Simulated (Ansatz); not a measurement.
# Pt: which structure is lowest?

Theory: DFT, BLYP, plane waves (420 eV) with PAW, scalar-relativistic (Ansatz). The PAW files were generated under PBE, with cores re-solved for the functional.

Each structure is relaxed within its own symmetry, so a high-lying one may be dynamically unstable.

| structure | ΔE (meV/atom) | V (Å³/atom) | cell | magnetic state |
| --- | --- | --- | --- | --- |
| fcc | 0 | 16.65 | a = 4.053 Å | spin not included |
| dhcp | 26 | 16.71 | a = 2.842 Å, c = 9.560 Å (c/a = 3.364) | spin not included |
| hcp | 48 | 16.78 | a = 2.814 Å, c = 4.896 Å (c/a = 1.740) | spin not included |
| bcc | 73 | 16.86 | a = 3.231 Å | spin not included |
| omega (AlB2-type) | 105 | 17.05 | a = 4.631 Å, c = 2.754 Å (c/a = 0.595) | spin not included |
| A15 | 212 | 17.29 | a = 5.172 Å | spin not included |
| simple cubic | 215 | 19.21 | a = 2.678 Å | spin not included |
| diamond | 643 | 25.57 | a = 5.892 Å | spin not included |

ΔE counts from fcc.

Differences under about 8 meV lie within the error of the k-point mesh.
